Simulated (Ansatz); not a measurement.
Two structures of C2H6Cl, doublet, reached by relaxing down either side of one saddle point (PBE0-D4/def2-TZVP). Energies are electronic, without zero-point energy. Computed with Ansatz 0.2.0 (basis: def2-TZVPP and def2-QZVPP); correlated methods freeze the cores; orbitals are unrestricted. Extrapolation: Hartree–Fock as exp(−7.88 √X), correlation as X^−2.97. First:

Cl1  (-1.258, 0.137, -0.843)
C2  (0.408, 0.552, -0.347)
C3  (0.870, -0.306, 0.803)
H4  (-4.428, -0.848, -1.583)
H5  (0.395, 1.609, -0.085)
H6  (1.032, 0.419, -1.230)
H7  (1.891, -0.028, 1.081)
H8  (0.227, -0.173, 1.674)
H9  (0.864, -1.363, 0.530)
(Å)

Second:

```xyz
9
angstrom
Cl -2.3701 -0.2969 -1.0088
C 0.8083 0.7398 -0.3192
C 0.8357 -0.2773 0.7536
H -3.5447 -0.7824 -1.1612
H 0.5268 1.7638 -0.1093
H 1.1876 0.5169 -1.3083
H 1.7982 -0.2814 1.2884
H 0.0632 -0.0956 1.5052
H 0.6948 -1.2870 0.3595
```

(1) Which bonds change from the first to the second?

(2) Give the saddle point's structure and its height above each. (An estimate is asked for; the value comes from the calculation.)

No T1 diagnostic of these runs exceeds 0.016. ⟨S²⟩ of the unrestricted Hartree–Fock references: 0.75 to 0.82 (a pure state has 0.75). The unrestricted reference is spin-contaminated, which hurts MP2 most.

## Answers

(1) C₂H₅Cl (CCCl) + H → C₂H₅ ([CH2][CH3]) + HCl; bonds formed: Cl1–H4; bonds broken: Cl1–C2.

(2) Computed: 39.8 kJ/mol above the first and 121.8 kJ/mol above the second (CCSD(T) at an estimated basis limit (MP2 extrapolated from triple and quadruple zeta, plus CCSD(T) − MP2 in triple zeta)).
Cl1  (-1.539, -0.019, -0.834)
C2  (0.260, 0.509, -0.384)
C3  (0.752, -0.325, 0.756)
H4  (-3.098, -0.488, -1.217)
H5  (0.156, 1.567, -0.157)
H6  (0.800, 0.360, -1.316)
H7  (1.775, -0.027, 1.014)
H8  (0.129, -0.193, 1.641)
H9  (0.764, -1.384, 0.496)
(Å)

Labels in which every atom is bracketed show which atoms are joined, not bond orders.

For scale, one of the runs: CCSD(T)/def2-TZVPP, 188 basis functions, launched by `ansatz run in.yaml --threads 4 --pin off --events-out ev --progress --plain --max-ram 9574MiB`. The run took 88 s on 4 CPU threads of an Arm Neoverse V2 (shared host), with 5 GiB of host memory at its peak.
